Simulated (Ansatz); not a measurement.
A made-up structure of AlSiNH₅ (charge +1), singlet:

```csv
atom,x (Å),y (Å),z (Å)
N1,-1.2076,0.8605,-0.8193
Al2,0.8993,-1.3547,0.7209
Si3,0.3119,1.0139,0.0229
H4,-1.7244,0.0092,-0.9813
H5,-1.7085,1.6383,-1.2291
H6,1.1890,2.0791,0.3582
H7,2.1326,-1.8207,1.4774
H8,0.0317,-2.5680,0.4287
```

It is relaxed with PBE-D4/def2-SVP and then PBE0-D4/def2-TZVP (Ansatz 0.2.0). Atoms count as bonded within 1.22 times the sum of their covalent radii (H–H: 0.88 Å). The end point is not checked to be a true minimum.

Problem. Does its bonding change? (A judgement: the text doesn't fix the answer.)

Solution. By the calculation: No: no bond forms or breaks.

Where it ends: The first stage lowers the energy by 0.94 eV in 8 steps. It ends as AlSiNH₅ ([NH2][SiH][AlH2]), total charge +1:
```xyz
8
angstrom
N -1.1562 0.9214 -0.8006
Al 0.9746 -1.5933 0.8009
Si 0.2618 0.7338 0.0362
H -1.7764 0.1575 -1.0355
H -1.5020 1.8122 -1.1357
H 0.8889 2.0684 0.1873
H 2.3403 -1.6030 1.5613
H -0.1071 -2.6395 0.3646
```

Labels in which every atom is bracketed show which atoms are joined, not bond orders.

For scale, one of the runs: PBE0-D4/def2-TZVP relaxation, 135 basis functions, launched by `ansatz run in.yaml --threads 2 --pin off --events-out ev --progress --plain --max-ram 4352MiB`. The run took about 22 s on 2 CPU threads of an Arm Neoverse V1 (shared host).
